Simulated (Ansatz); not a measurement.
Results of r²SCAN (Ansatz, a program for electronic structure, plane waves, PAW) for zinc-blende InP.

Total energies, extrapolated to zero smearing (they compare only within this program, potentials and cutoff; free atoms with spin allowed, lowest state found):

```
system                    energy (eV/atom)
------------------------  ----------------
zinc-blende InP, relaxed        -3185.8699
free In atom                    -5609.4182
free P atom                      -755.7798
```

**Question.** Work out the cohesive energy per atom.

**Answer.** E_coh = [1 × (-5609.4182) + 1 × (-755.7798)]/2 − (-3185.8699) = 3.27 eV/atom. The reference value is 3.47 eV/atom (measured, static lattice: zero-point vibration energy added, sources range from 3.38 to 3.47; as tabulated in Mejia-Rodriguez and Trickey (2018), arXiv:1807.09216), not set against a level without spin–orbit coupling.

Spin–orbit coupling, which matters for such heavy atoms, is left out.

The PAW data were made under PBE.
